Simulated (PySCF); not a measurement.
Can point charges reproduce the dipole moment of `C(=O)(F)C` (acetyl fluoride)?

Coordinates (PBE0-D3(BJ)/def2-SVP, Å) and charges (e) from the PBE0/pcSseg-1 density (PySCF):

```csv
atom,x,y,z,Mulliken,IAO,Hirshfeld,ESP-fitted
C1,-0.639,-0.071,-0.121,-0.3267,-0.4838,-0.1136,-0.5714
C2,0.836,-0.039,0.104,+0.4610,+0.6239,+0.2434,+0.8059
O3,1.640,-0.866,-0.154,-0.3401,-0.3879,-0.2331,-0.4883
F4,1.207,1.126,0.663,-0.2648,-0.2855,-0.0911,-0.2677
H5,-1.168,0.208,0.800,+0.1565,+0.1769,+0.0636,+0.1751
H6,-0.944,-1.068,-0.458,+0.1529,+0.1761,+0.0634,+0.1678
H7,-0.900,0.676,-0.886,+0.1612,+0.1801,+0.0674,+0.1786
```

**Question.** Form Σ q r in debye for every column and set it beside the full dipole.

**Answer.** The full density gives (-2.91, 0.52, -0.21) D, 2.96 D in size; dipole vectors point from the negative to the positive end.

| scheme | μx | μy | μz | size (D) | share of the full size (%) | angle to the full dipole (°) |
| --- | --- | --- | --- | --- | --- | --- |
| Mulliken | -3.63 | -0.10 | -0.59 | 3.68 | 124 | 13 |
| IAO | -3.29 | -0.02 | -0.50 | 3.33 | 113 | 11 |
| Hirshfeld | -1.98 | 0.43 | -0.11 | 2.02 | 68 | 2 |
| ESP-fitted | -2.93 | 0.52 | -0.21 | 2.98 | 101 | 0 |

**Question.** Which set comes closest?

**Answer.** Length of the difference vector: ESP-fitted 0.02 D, IAO 0.73 D, Hirshfeld 0.94 D, Mulliken 1.03 D. Closest: ESP-fitted. ESP charges are fitted to the potential around the molecule, whose slowest-falling term is the dipole's. The schemes that divide the density aren't constrained to reproduce the dipole.

**Question.** What is left for the Hirshfeld atoms' own dipoles?

**Answer.** The Hirshfeld atoms' densities add up to the full density, so μ = Σ q r + Σ (atomic dipoles). The atomic dipoles sum to (-2.91, 0.52, -0.21) − (-1.98, 0.43, -0.11) = (-0.93, 0.09, -0.10) D, 0.94 D in size.

**Question.** With the origin at the mean of the coordinates, (0.005, -0.005, -0.007) Å, which are the largest single terms, by size, of the Mulliken dipole along the direction of the full one?

**Answer.** O3 +2.85, C2 -1.84, F4 +1.31, C1 -0.98, H5 +0.85 D; all 7 atoms together +3.59 D. The single terms depend on the origin, their sum doesn't.

**Question.** Give the size of the full dipole in other units.

**Answer.** 2.96 D = 1.165 au = 0.616 e·Å = 9.88 × 10⁻³⁰ C·m.

Isolated species at its PBE0-D3(BJ)/def2-SVP geometry, gas phase.
